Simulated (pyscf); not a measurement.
H₃C–C:–Cl (SMILES C[C]Cl) [singlet] → H₂C=CH–Cl (SMILES C=CCl), a hydrogen shift (singlet surface; C–H broken, C–H formed). Optimised with ωB97X-D3(BJ)/def2-SVP in PySCF. MP2 and CC: frozen core, UHF for open shells. ΔMP2 is the change of the MP2 total energy from the triple- to the quadruple-zeta basis. Energies in kJ/mol from the reactant's lowest minimum found.

Small-basis levels: PySCF, no dispersion term, spherical d functions. 

Q: Quick HF/STO-3G single points give ΔE‡ = 175.1 kJ/mol and ΔE = -210.8 kJ/mol. What does CCSD(T)/def2-TZVPP + ΔMP2(QZVPP) give, and how far is the quick result from it?

A: CCSD(T)/def2-TZVPP + ΔMP2(QZVPP) gives ΔE‡ = 57.5 kJ/mol and ΔE = -240.3 kJ/mol. HF/STO-3G lies 117.6 kJ/mol over it in the barrier and 29.5 kJ/mol over it in the reaction energy, so on this step it does not hold to within 12.6 kJ/mol. CCSD(T)/def2-TZVPP + ΔMP2(QZVPP) has limits of its own. One saddle was located; it need not be the lowest between these sides. A restricted singlet here is unstable towards spin polarisation, as is usual where a triplet lies low; its energy is less safe. The CCSD(T) − MP2 part came from Ansatz, without density fitting, on the same reference.
